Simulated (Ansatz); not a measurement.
Basis-set extrapolation for BFH₂O, SMILES `OBF` (PBE0-D4/def2-TZVP geometry, frozen core, the Gaussian-basis code of Ansatz). Multiplicity 1, RHF reference.

```json
{"": "HF", "def2-TZVPP": "-200.356776", "def2-QZVPP": "-200.366253"}
{"": "MP2 correlation", "def2-TZVPP": "-0.589083", "def2-QZVPP": "-0.639895"}
{"": "CCSD(T) correlation", "def2-TZVPP": "-0.618254", "def2-QZVPP": "-0.666618"}
```

Energies in hartree. Use E(X) = E(∞) + A·exp(−7.88·√X) for Hartree–Fock and E(X) = E(∞) + B·X^(−2.97) for correlation, with X = 3 and 4.

Task: What is the CCSD(T) energy at the basis-set limit?

Result: HF limit: -200.366253 + (-0.009477) × 0.13774 = -200.36756. Correlation limit: -0.666618 + (-0.048364) × 0.74074 = -0.70244. Total: -201.07000 hartree, 249.3 kJ/mol below CCSD(T)/def2-TZVPP.
